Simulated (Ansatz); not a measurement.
**Property card for Cs$_{2}$AgSbBr$_{6}$**

These are results of DFT PBEsol, scalar-relativistic, plane waves, PAW in Ansatz 0.2.0, not measurements.

Cutoff 420 eV; k points 4×4×4 on the computed 10-atom cell (Γ-centred); Gaussian smearing, width 0.02 eV; no spin polarisation.

The structure is relaxed at this level of theory with its symmetry kept. Whether it is the stable form of this composition wasn't checked.

The structure is cubic, space group Fm-3m (No. 225). Conventional cell: a = 11.082 Å, b = 11.082 Å, c = 11.082 Å, α = 90.00°, β = 90.00°, γ = 90.00°. Cs (site symmetry -43m) is surrounded by 12 Br at 3.92 Å. Ag (site symmetry m-3m) has 6 Br at 2.75 Å as nearest neighbours. Around Sb (site symmetry m-3m) lie 6 Br at 2.79 Å. Around Br (site symmetry 4mm) lie 1 Ag at 2.75 Å and 1 Sb at 2.79 Å.

```
Volume per atom                                                                                                                             : 34.02 Å³
Formation energy from the elements' standard states (Br, Hg as crystals; uncorrected)                                                       : -1.080 eV/atom
Kohn–Sham band gap                                                                                                                          : 0.64 eV, indirect from X to L
Löwdin character of the top 1 eV of the valence band                                                                                        : Br 4p 62 %, Ag 4d 17 %, Sb 5s 13 %
Löwdin character of the lowest 1 eV of the conduction band                                                                                  : Sb 5p 48 %, Br 4p 20 %, Ag 5s 17 %, Br 4s 7 %, unprojected 5 %
Electron masses at the edge by Cartesian direction of the standard setting (m_e; degenerate bands sorted by energy; no spin-orbit coupling) : x: 0.26; y: 0.26; z: 0.26
Hole masses at the edge by Cartesian direction of the standard setting (m_e; degenerate bands sorted by energy; no spin-orbit coupling)     : x: 0.15; y: 0.72; z: 0.72
Bulk modulus                                                                                                                                : 27.2 GPa
Its pressure derivative                                                                                                                     : 5.6
Electronic dielectric constant xx, yy, zz of the standard setting (independent particles)                                                   : 6.8, 6.8, 6.8
Bader charges (e)                                                                                                                           : Cs (2 in the cell) 0.85, Ag (1 in the cell) 0.46, Sb (1 in the cell) 1.27, Br (6 in the cell) -0.57
```

Spin-orbit coupling is left out, which matters for the bands of heavy elements.

Cost: 12 runs of about 8.9 core-minutes in all, on Intel Xeon Platinum 8375C (Ice Lake) (shared hosts).